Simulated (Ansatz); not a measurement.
## Si2H2 (H-bridged), singlet: reading a ladder of total energies

Geometry: a PBE0/def2-TZVP stationary point for this spin, not checked as a minimum.

```json
{"atom": "Si", "x (Å)": "0.0000", "y (Å)": "0.0641", "z (Å)": "1.0054"}
{"atom": "Si", "x (Å)": "0.0000", "y (Å)": "-0.0046", "z (Å)": "-1.0948"}
{"atom": "H", "x (Å)": "0.0000", "y (Å)": "-0.3818", "z (Å)": "2.4302"}
{"atom": "H", "x (Å)": "0.0000", "y (Å)": "-1.2748", "z (Å)": "0.0623"}
```

Basis 6-31G; Ansatz 0.2.0. Only valence electrons are correlated (noble-gas cores frozen), which leaves 10 electrons in 20 orbitals. R marks a restricted (for open shells ROHF) determinant.

Full CI is exact within this basis and frozen core; it isn't the basis-set limit.

Runs differ by some tens of microhartree through their thresholds, so steps under 0.03 kcal/mol mean nothing.

```tsv
level	total energy (hartree)
RHF	-578.807339
RMP2	-578.920394
RCCSD	-578.944494
RCCSD(T)	-578.949547
RCCSDT	-578.950343
RCCSDT(Q)	-578.950914
RCCSDTQ	-578.950942
full CI	-578.951017
```

Q: What is the correlation energy at full CI, and what share of it do RMP2 and RCCSDTQ recover?

A: E(corr) = -578.951017 − (-578.807339) = -0.143678 hartree = -3.910 eV. RMP2: -0.113055 / -0.143678 = 78.69 %. RCCSDTQ: -0.143603 / -0.143678 = 99.95 %.

Q: By how many kcal/mol does RCCSD(T) miss full CI (1 hartree = 627.509 kcal/mol), and which steps make up the rest?

A: -578.949547 − (-578.951017) = 0.001470 hartree = 0.92 kcal/mol. Steps: RCCSDT − RCCSD(T) = -0.50, RCCSDT(Q) − RCCSDT = -0.36, RCCSDTQ − RCCSDT(Q) = -0.02, full CI − RCCSDTQ = -0.05 kcal/mol. With more than one leading determinant such errors change with state and geometry, and needn't cancel in differences.
